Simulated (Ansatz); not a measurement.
Relaxed structures of CH5SSi (charge +1), singlet (PBE0-D4/def2-TZVP; forces vanish, vibrations not checked; lower isomers may exist, and structures with a doubtful reference or unclear bonds are left out; Å). Program: Ansatz 0.2.0. Basis: def2-TZVPP. Cores are frozen in the correlated methods.

**Question.** Rank them by CCSD(T) energy, lowest first, and give each one's height above the lowest. Links in brackets join atoms within 1.22 times the sum of their covalent radii (1.1 for two metals). (Judge from chemistry; the value comes from the calculation.)
A.
CH₅SSi ([SiH2][C][SH3]), total charge +1
```
8
angstrom
Si -0.8869 0.9987 -1.0018
C 0.0444 0.1593 0.1395
S 0.5353 -1.2952 0.3864
H -1.5042 0.3568 -2.1802
H -1.1071 2.4422 -0.8336
H 0.3167 -2.4566 -0.3611
H 1.8882 -1.4607 0.4905
H 0.1906 -1.8476 1.5883
```
B.
CH₅SSi ([SiH2][CH][SH2]), total charge +1
```
8
angstrom
Si -0.8270 0.9527 -0.9350
C 0.1326 0.3002 0.3387
S 0.5401 -1.3655 0.2999
H -1.2784 0.0766 -2.0288
H -1.1872 2.3777 -0.9196
H 0.4987 0.8866 1.1737
H 1.8777 -1.4024 0.5289
H 0.2434 -1.8259 1.5421
```
C.
CH₅SSi ([CH2][SiH][SH2]), total charge +1
```
8
angstrom
Si 0.0893 0.5990 0.3936
C -0.8496 1.0098 -0.9477
S 0.5818 -1.5798 0.2783
H -1.1296 0.2836 -1.7026
H -1.2065 2.0237 -1.0996
H 0.6647 1.2315 1.5869
H 1.9141 -1.5570 0.5172
H 0.2762 -1.9810 1.5346
```

**Answer.** By the calculation: C (0.00 kcal/mol), B (5.67 kcal/mol), A (89.86 kcal/mol). Heights count from the lowest.

The T1 diagnostic stays at or below 0.016. The restricted Hartree–Fock reference is unstable towards an unrestricted one at one or more of these structures.

For scale, one of the runs: CCSD(T)/def2-TZVPP, 185 basis functions, launched by `ansatz run in.yaml --threads 2 --pin off --events-out ev --progress --plain --max-ram 4352MiB`. The run took 39 s on 2 CPU threads of an Arm Neoverse V1 (shared host), with 1.7 GiB of host memory at its peak.
